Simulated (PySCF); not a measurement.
chloromethane (CH3Cl), SMILES CCl. Atoms are numbered in the order given.

```xyz
5

C      0.0000     0.0000    -1.1338
Cl     0.0000     0.0000     0.6606
H      0.8925     0.5153    -1.4756
H      0.0000    -1.0306    -1.4756
H     -0.8925     0.5153    -1.4756
```

Geometry optimised at B3LYP-D3(BJ)/def2-TZVP.

Calculation: PySCF with PBE/pcSseg-2.

GIAO shieldings, no solvent; atoms alike by connectivity are averaged. δ = σ(ref) − σ: ¹³C against TMS (σ = 181.4 ppm); ³⁵Cl against HCl (σ = 936.5 ppm); ¹H against TMS (σ = 31.47 ppm), references at their B3LYP-D3(BJ)/def2-TZVP geometries, non-relativistic (without spin–orbit terms, shifts of atoms bonded to Cl or Br come out too high).

Problem. Estimate the chemical shifts. (Estimate from the structure and the level; the computed values follow.)

Solution. 
```tsv
nucleus	atoms	count	δ (ppm)
¹³C	C1	1	33.0
³⁵Cl	Cl2	1	33.6
¹H	H3, H4, H5	3	3.10
```
